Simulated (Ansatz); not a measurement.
Input file for C$_{3}$H$_{7}$F, SMILES `CC(C)F`:

```yaml
crystal:
  periodic: [false, false, false]
  atoms:
    - {symbol: C, position_ang: [-0.234536, 1.045070, -0.702969]}
    - {symbol: C, position_ang: [-0.479631, -0.306611, -0.081322]}
    - {symbol: C, position_ang: [0.626412, -0.766190, 0.834659]}
    - {symbol: F, position_ang: [-0.614095, -1.242424, -1.108364]}
    - {symbol: H, position_ang: [-1.041897, 1.303403, -1.390020]}
    - {symbol: H, position_ang: [-0.180577, 1.814115, 0.071030]}
    - {symbol: H, position_ang: [0.707657, 1.043916, -1.256036]}
    - {symbol: H, position_ang: [-1.436585, -0.307229, 0.453745]}
    - {symbol: H, position_ang: [1.578547, -0.788734, 0.299362]}
    - {symbol: H, position_ang: [0.417324, -1.766677, 1.216649]}
    - {symbol: H, position_ang: [0.722783, -0.085639, 1.683765]}
basis:
  gaussian: {orbitals: def2-TZVPP}
correlation: {method: ccsd_t}
output: {orbitals: {seedname: orbitals}}
```

```sh
$ ansatz run in.yaml --threads 2 --pin off --events-out ev --progress --plain
```

Output of Ansatz, abridged:

```
Functional definition: HF
1308 factors; integrals over basis functions are off by at most 9.6e-4 eV
mean field evaluation 1: about -5907.5311 eV, gradient 3.4e1 eV
mean field evaluation 2: about -5907.6886 eV, gradient 3.4e1 eV
mean field evaluation 4: about -5910.6295 eV, gradient 3.7e0 eV
mean field evaluation 8: about -5910.6698 eV, gradient 2.1e-1 eV
mean field -5910.66991767 eV, -217.2131130783 hartree, gradient 7.2e-6 eV, S^2 0.000000; 0 other end points of the search recorded, 0 dependent functions left out
4 core orbitals not correlated: weight in the atoms' cores, before any rotation towards them, 1.000 or more for the frozen orbitals, at most 0.000 for the correlated occupied ones
reference -5910.66991767 eV, -217.2131130783 hartree; 13, 13 occupied and 205, 205 virtual orbitals, 1308 factors
second order -21.18366219 eV of doubles, -0.00000000 eV of singles
cycle   1  -21.65450867 eV  change   -4.7e-1 eV  update   8.7e-2
cycle   2  -22.11121419 eV  change   -4.6e-1 eV  update   2.5e-2
cycle   3  -22.21127091 eV  change   -1.0e-1 eV  update   1.2e-2
cycle   4  -22.20674549 eV  change    4.5e-3 eV  update   2.3e-3
cycle   5  -22.20630834 eV  change    4.4e-4 eV  update   8.5e-4
cycle   6  -22.20671868 eV  change   -4.1e-4 eV  update   2.2e-4
cycle   7  -22.20670487 eV  change    1.4e-5 eV  update   7.4e-5
cycle   8  -22.20667806 eV  change    2.7e-5 eV  update   2.2e-5
perturbative correction -0.76117200 eV, -0.0279725551 hartree
Total energy: -5933.63776772 eV, -218.0571659997 hartree
```

It took 69 s on 2 threads of a server CPU on a shared host, with 3.8 GiB of host memory at the peak.

The correlation energy is -22.968 eV, 3.3 % of it from (T); the T1 diagnostic reads 0.0097.
